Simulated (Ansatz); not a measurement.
# Si₂− (quartet): the correlation ladder, aug-cc-pVTZ

One table from this session's results is given with a row withheld; the runs are named, their logs left out.

Program: Ansatz 0.2.0, Gaussian basis. Level of theory: aug-cc-pVTZ, core rule «outside noble gas», up to 10 orbitals frozen. These are calculated values, not measurements.

To be run: UHF; CCSD(T) on ROHF; CCSD(T) on UHF; BCCD(T) on ROHF; CCSDT(Q) on ROHF; CCSDT(Q) on UHF; CASSCF and MRCISD+Q, 9 electrons in 8 orbitals; CASSCF and NEVPT2, 9 electrons in 8 orbitals.

5 further runs of the same task are left out: 5 set aside as unsound or not needed.

## What is computed

The geometry is a PBE0/def2-TZVPD stationary point (not a proven minimum) of the parent state, kept for this charge and spin.

2 atoms, charge -1, spin multiplicity 4.

Atoms are counted from 1 here; the program's logs count them from 0.

Bond lengths: Si1–Si2 2.172 Å.

The first run:

Input file in.yaml:

```yaml
crystal:
  periodic: [false, false, false]
  atoms:
    - {symbol: Si, position_ang: [0.000000, 0.000000, 0.000000]}
    - {symbol: Si, position_ang: [0.000000, 0.000000, 2.171800]}
basis:
  gaussian: {orbitals: aug-cc-pVTZ}
total_charge: -1
magnetization: {spin_polarized: true, initial_magnetization: 3}
hamiltonian: {xc: hf}
output: {orbitals: {seedname: orbitals}}
```

Command:

```
> ansatz run in.yaml --threads 1 --pin off --events-out ev --progress --plain --max-ram 4096MiB --backend cpu
```

Among the steps run: UHF; CCSD(T) on ROHF; CCSD(T) on UHF; BCCD(T) on ROHF; CCSDT(Q) on ROHF; CCSDT(Q) on UHF; CASSCF and MRCISD+Q, 9 electrons in 8 orbitals; CASSCF and NEVPT2, 9 electrons in 8 orbitals.

One table of the session follows, with a row left open; its other results are not shown here.

It belongs to the step «Misses and costs». 

```
          method  from RCCSDT(Q) (kJ/mol)
            RMP2                   +125.9
            UMP2                        ?
           RCCSD                    +68.3
           UCCSD                    +67.2
        RCCSD(T)                    +23.6
        UCCSD(T)                    +24.1
         BCCD(T)                    +23.8
          RCCSDT                    +11.5
          UCCSDT                    +12.0
       RCCSDT(Q)                        0
       UCCSDT(Q)                     +1.3
  CASSCF valence                   +497.3
  NEVPT2 valence                   +113.7
  MRCISD valence                    +63.2
MRCISD+Q valence                     +9.9
```

**Question.** Estimate the row for UMP2.

The run gave: from RCCSDT(Q) (kJ/mol): +133.9. In the column «from RCCSDT(Q) (kJ/mol)» it lies between RMP2 (+125.9) and CASSCF valence (+497.3).

Left out of the table: ROHF, UHF (another determinant or state than the rows shown).

Caveats from the session: Warnings: coupled cluster took another determinant than the lowest. Restricted and unrestricted rows rest on different reference determinants; where their highest levels disagree by more than a few hundredths of an eV, they describe different states and don't form one ladder.
